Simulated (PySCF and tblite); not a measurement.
The numbers below are computed, except where a source is named.
C₄H₅F, numbered as in [CH:1]#[C:2][CH2:3][CH2:4][F:5].

Level: PBE0-D3(BJ)/def2-TZVP//PBE0-D3(BJ)/def2-SVP, thermal terms from GFN2-xTB, symmetry numbers and mirror pairs counted. Conformers within 4 kcal/mol (GFN2-xTB free energy) were kept, 7 at most. Codes: tblite and PySCF.

Torsions listed: C2–C3–C4–F5. Of a mirror pair one member is shown.

```json
{"conformer": "1", "shape": "180°", "symmetry": "Cs", "E(GFN2) kcal/mol": "0.00"}
{"conformer": "2", "shape": "63°", "symmetry": "C1 (pair)", "E(GFN2) kcal/mol": "1.06"}
```

Q: Which of these conformers is the most populated at 298.15 K, and with what share?

A: Conformer 1, about 70 %. The lead over the next is within the error of the method.

Q: Give the DFT energies and free energies relative to the lowest, and all weights.

A: 
```csv
conformer,shape,E(DFT) kcal/mol,G(298.15 K) kcal/mol,weight %
1,180°,0.00,0.00,70.4
2,63°,0.93,0.51,29.6
```

Q: How does its share change from 150 K to 400 K?

A: From 92 % to 62 %; the mixing entropy goes from 0.68 to 1.85 cal/(mol K).
